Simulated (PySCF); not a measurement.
## How well do the runs reproduce experiment for formaldehyde?

**What was measured.**

NIST CCCBDB Release 22 (SRD 101), experimental dipoles lists, for the gas: dipole moment (microwave Stark effect, vibrational ground state) 2.332 D.

From NIST CCCBDB Release 22 (SRD 101), experimental polarizabilities, for the gas: mean polarisability 2.77 Å³.

The runs below try to reproduce these values; the comparison stands at the end.

Species: formaldehyde, CH2O.
Numbering: `[CH2:1]=[O:2]` (hydrogens: H3, H4 on C1)

Geometry (GFN2-xTB, Å), atoms numbered from 1 in this order:
```xyz
4
CH2O angstrom
C      0.0032    0.0010   -0.0059
O      1.1765   -0.2092   -0.0146
H     -0.7484   -0.8062    0.0038
H     -0.4210    1.0192   -0.0062
```

Runs made with PySCF (gas phase, on this GFN2-xTB geometry; no spin–orbit coupling):

```csv
level,job,basis functions
PBE0/pcSseg-1,"shieldings, charges and field gradients",44
wB97X-D/def2-SVPD,"8 singlets by full TDDFT, 3 Tamm–Dancoff triplets, polarisability",59
B3LYP/pcJ-1,spin–spin couplings from 4 perturbed nuclei,74
```

Results beside the measurements:

**Dipole moment.** Measured: 2.332 D (NIST CCCBDB Release 22 (SRD 101), experimental dipoles).

```json
{"level": "PBE0/pcSseg-1", "computed (D)": "2.385", "computed − measured (D)": "+0.053", "% (from the printed values)": "+2"}
{"level": "wB97X-D/def2-SVPD", "computed (D)": "2.467", "computed − measured (D)": "+0.135", "% (from the printed values)": "+6"}
{"level": "B3LYP/pcJ-1", "computed (D)": "2.345", "computed − measured (D)": "+0.013", "% (from the printed values)": "+1"}
```

Closest is B3LYP/pcJ-1 (+0.013 D), furthest wB97X-D/def2-SVPD (+0.135 D); one molecule doesn't rank methods. All 3 levels lie above the measurement. The computed dipoles belong to one fixed geometry; measured ones are averaged over vibrations unless marked μe. Magnitudes are compared, not signs.

**Mean polarisability.** Measured: 2.77 Å³ (NIST CCCBDB Release 22 (SRD 101), experimental polarizabilities).

| level | computed (Å³) | computed − measured (Å³) | % (from the printed values) |
| --- | --- | --- | --- |
| wB97X-D/def2-SVPD | 2.54 | -0.23 | -8 |

The computed values are static and purely electronic, with core orbitals frozen in the response (1 au = 0.148185 Å³). The table of measured values doesn't say here whether a value is static or optical, or holds a vibrational part.

No measured geometry was used, and the causes of the misses weren't examined.
